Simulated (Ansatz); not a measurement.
A nudged elastic band was laid between two geometries of C₄H₁₀FN (16 atoms, charge 0, multiplicity 1).

The calculation used RKS BLYP/def2-SVP (Ansatz).

```
movable images  : 5
climbing image  : yes
spring          : 5.0 eV/Å²
optimiser       : quadratic models (default)
start path      : through a guess of the saddle point
force threshold : 0.03 eV/Å
iteration limit : 60
end points      : relaxed
```

First end point:

```xyz
16
Properties=species:S:1:pos:R:3
C -0.600 -0.360 -1.435
C 0.063 0.389 -0.261
C 0.375 -0.544 0.936
N 1.320 -1.611 0.553
C -0.798 1.580 0.178
F -0.147 2.340 1.162
H 0.003 -1.251 -1.695
H -0.693 0.283 -2.335
H -1.618 -0.713 -1.164
H 1.032 0.812 -0.614
H 0.715 0.091 1.787
H -0.572 -1.029 1.264
H 1.418 -2.283 1.326
H 2.260 -1.207 0.426
H -1.768 1.231 0.601
H -1.014 2.248 -0.684
```

Last end point:

```xyz
16
Properties=species:S:1:pos:R:3
C -0.480 -0.377 -1.391
C 0.101 0.390 -0.186
C 0.341 -0.525 1.054
N 1.320 -1.610 0.916
C -0.805 1.576 0.173
F -0.241 2.340 1.205
H 0.174 -1.229 -1.667
H -0.575 0.268 -2.289
H -1.486 -0.790 -1.161
H 1.088 0.817 -0.480
H 0.657 0.123 1.897
H -0.633 -0.974 1.357
H 2.235 -1.231 0.632
H 1.042 -2.265 0.173
H -1.804 1.220 0.515
H -0.956 2.243 -0.705
```

**Question.** What changes between the two ends?

**Answer.** No bond is made or broken. The dihedral C2–C3–N4–H14 goes from 72 to -61°.

**Question.** What energy profile does the band end with?

**Answer.** It converged. The highest image is number 3 of 0 to 6, 14.0 kJ/mol above the first end and 13.7 kJ/mol above the last; the last end lies 0.3 kJ/mol above the first. A vibrational analysis at the climbing image gives one clearly imaginary mode, 315i cm⁻¹: a first-order saddle point.

```json
{"image": "0", "path coordinate (Å)": "0.00", "energy (kJ/mol)": "0.0", "dihedral C2–C3–N4–H14 (°)": "72"}
{"image": "1", "path coordinate (Å)": "0.48", "energy (kJ/mol)": "2.7", "dihedral C2–C3–N4–H14 (°)": "52"}
{"image": "2", "path coordinate (Å)": "0.96", "energy (kJ/mol)": "9.6", "dihedral C2–C3–N4–H14 (°)": "29"}
{"image": "3", "path coordinate (Å)": "1.44", "energy (kJ/mol)": "14.0", "dihedral C2–C3–N4–H14 (°)": "4"}
{"image": "4", "path coordinate (Å)": "1.95", "energy (kJ/mol)": "9.2", "dihedral C2–C3–N4–H14 (°)": "-22"}
{"image": "5", "path coordinate (Å)": "2.45", "energy (kJ/mol)": "2.1", "dihedral C2–C3–N4–H14 (°)": "-46"}
{"image": "6", "path coordinate (Å)": "2.95", "energy (kJ/mol)": "0.3", "dihedral C2–C3–N4–H14 (°)": "-61"}
```

**Question.** What is the geometry of the highest image?

**Answer.** 
```xyz
16
Properties=species:S:1:pos:R:3:forces:R:3
C -0.542 -0.356 -1.428 -0.01 0.01 0.00
C 0.083 0.358 -0.208 0.01 0.00 0.00
C 0.286 -0.590 1.000 0.00 0.00 0.00
N 1.246 -1.691 0.763 0.00 -0.01 0.01
C -0.776 1.569 0.184 0.00 0.00 0.00
F -0.179 2.293 1.226 0.00 0.00 0.00
H 0.059 -1.234 -1.737 0.00 -0.01 0.00
H -0.618 0.319 -2.305 0.00 0.00 0.00
H -1.562 -0.726 -1.192 0.00 0.00 0.00
H 1.084 0.753 -0.496 0.00 0.00 0.00
H 0.599 0.029 1.866 0.00 0.00 0.00
H -0.714 -1.012 1.270 0.00 0.00 0.00
H 2.028 -1.627 1.425 0.00 0.00 0.01
H 1.675 -1.606 -0.167 0.00 0.00 -0.01
H -1.785 1.242 0.526 0.00 0.00 0.00
H -0.907 2.256 -0.682 0.00 0.00 0.00
```

**Question.** What are the harmonic wavenumbers there?

**Answer.** 315i, 115, 135, 205, 239, 267, 369, 435, 511, 763, 789, 886, 893, 927, 1014, 1046, 1060, 1125, 1129, 1181, 1214, 1266, 1288, 1316, 1356, 1367, 1383, 1429, 1434, 1444, 1462, 1594, 2878, 2922, 2928, 2950, 2976, 2979, 3019, 3036, 3390, 3461 cm⁻¹.

The run took 100 s on 2 threads of Arm Neoverse V2 (shared host), peak memory 0.18 GiB.
